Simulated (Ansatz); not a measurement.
```yaml
crystal:
  periodic: [false, false, false]
  atoms:
    - {symbol: O, position_ang: [-1.629444, -0.173855, -0.001963]}
    - {symbol: Ga, position_ang: [0.000076, 0.080501, 0.000673]}
    - {symbol: O, position_ang: [1.629111, -0.176955, -0.000970]}
basis:
  gaussian: {orbitals: def2-TZVP}
magnetization: {spin_polarized: true, initial_magnetization: 1}
hamiltonian: {xc: pbe0}
relax: {f_tol: 0.004, max_steps: 80}
```

```sh
$ ansatz run in.yaml --threads 1 --pin off --events-out ev --progress --plain --max-ram 2176MiB
```

Steps of the relaxation (energy above the last step; positions in Å, forces in eV/Å):

```
3
step 1, 148.9 meV
O    -1.629   -0.174   -0.002   -1.531    0.146    0.001
Ga    0.000    0.081    0.001    0.000   -0.290   -0.002
O     1.629   -0.177   -0.001    1.531    0.144    0.002
```

```
3
step 2, 74.6 meV
O    -1.656   -0.160   -0.002   -0.659    0.221    0.002
Ga    0.000    0.053    0.000    0.000   -0.440   -0.004
O     1.656   -0.163   -0.001    0.659    0.219    0.002
```

```
3
step 3, 18.0 meV
O    -1.701   -0.115   -0.001    0.554    0.129    0.001
Ga    0.000   -0.037    0.000    0.000   -0.259   -0.002
O     1.701   -0.118    0.000   -0.554    0.130    0.001
```

```
3
step 5, 0.0 meV
O    -1.686   -0.089   -0.001    0.000    0.000    0.000
Ga    0.000   -0.090   -0.001    0.000    0.000    0.000
O     1.686   -0.092    0.000    0.000    0.000    0.000
```

Close pairs at the end: O1–Ga2 1.686 Å, Ga2–O3 1.686 Å.

A stationary point of unrestricted PBE0 after 5 steps, with ⟨S²⟩ = 0.804 against 0.75 for a pure state; no frequencies were run, so it isn't proven a minimum. 2.7 min on 1 thread of Intel Xeon Platinum 8259CL, shared host.
